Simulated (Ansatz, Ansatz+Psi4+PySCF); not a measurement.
Two shapes of singlet CHN.

Shape 1:

```xyz
3

C     0.0000    0.0000   -0.5118
N     0.0000    0.0000    0.6645
H     0.0000    0.0000   -1.5808
```

Shape 2:

```xyz
3

C     0.0000    0.0000   -0.5284
N     0.0000    0.0000    0.6478
H     0.0000    0.0000   -1.5474
```

Basis set: cc-pVTZ (spherical functions). Correlated methods keep 2 orbitals frozen. Charge 0, multiplicity 1.

Computed with Ansatz (development build ahead of 0.2.0) and Psi4 1.11; each method stands on the lowest determinant of its kind that the runs found.

(1) Which shape is lower in energy, and by how much in each method?

Answers

(1)

| method | E(2) − E(1) (eV) |
| --- | --- |
| RHF | 0.033 |
| RHF-MP2 | 0.045 |
| RHF-CCSD(T) | 0.050 |

Shape 1 is lower.
